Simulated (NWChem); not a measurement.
System: acetylene (C2H2); SMILES C#C

NWChem input:

```
start job
memory heap 200 mb stack 900 mb global 1100 mb
geometry units angstroms noautosym nocenter noautoz
  C      0.000000     0.000000    -0.598521
  C      0.000000     0.000000     0.598521
  H      0.000000     0.000000    -1.663252
  H      0.000000     0.000000     1.663252
end
basis spherical
  * library sto-3g
end
dft
  xc pbe0
  iterations 150
end
cosmo
  do_cosmo_smd true
  solvent water
end
task dft energy
```

All runs use the structure optimised with PBE0-D3(BJ)/def2-TZVP. Solvent: water.

Solvent water, SMD (1 M gas to 1 M solution), gas-phase geometry.

Question: What results follow from this input? (PBE0/STO-3G, SMD on the gas-phase geometry.) Quantities: basis functions; solvation free energy (kcal/mol); cavity-dispersion-structure term (kcal/mol).

Answer: 
```
Property                                     Result
-------------------------------------------  ------
number of basis functions                        12
solvation free energy (kcal/mol)                1.8
cavity-dispersion-structure term (kcal/mol)     4.2
```
